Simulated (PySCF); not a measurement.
dimethylamine cation (C₂H₇N), SMILES CNC (connectivity only; charge and spin as stated), charge +1, multiplicity 2.

Coordinates come from a B3LYP-D3(BJ)/def2-TZVP optimisation. The multiplicity is an assumed one; other spin states were not compared.

These are PySCF 2.14.0 with B3LYP-D3(BJ)/def2-TZVP values and carry that method's errors.

No scaling factor is applied to the harmonic values.

A small imaginary wavenumber (i) marks a very flat motion, where grid noise or a shallow saddle decides the sign.

Computed vibrational spectrum:
```
mode  ν (cm⁻¹)  IR (km/mol)  moving atoms (share of kinetic energy)
----  --------  -----------  --------------------------------------
1          20i          0.0                                  H 97 %
2           52          2.7                          H 76 %, N 19 %
3          434          0.0                  H 39 %, C 36 %, N 24 %
4          650         50.3                          H 84 %, N 15 %
5          878          1.3                  C 58 %, H 26 %, N 16 %
6          965          0.0                          H 81 %, C 19 %
7         1041         42.5                          H 84 %, C 14 %
8         1099          0.3                  H 67 %, C 20 %, N 13 %
9         1119         34.0                  C 40 %, N 40 %, H 20 %
10        1247          2.0                  H 55 %, C 25 %, N 20 %
11        1374         64.0                                  H 94 %
12        1388          0.3                                  H 92 %
13        1416          0.0                                  H 97 %
14        1438         46.0                                  H 96 %
15        1442          1.8                           H 86 %, C 9 %
16        1496         30.2                                  H 92 %
17        1530         16.5                          H 78 %, N 18 %
18        2975         99.3                                  H 97 %
19        2987          0.9                                  H 97 %
20        3016          0.0                           H 92 %, C 8 %
21        3021         21.7                           H 91 %, C 9 %
22        3173          7.7                           H 91 %, C 9 %
23        3177          1.1                           H 91 %, C 9 %
24        3477         87.1                                  H 93 %
```
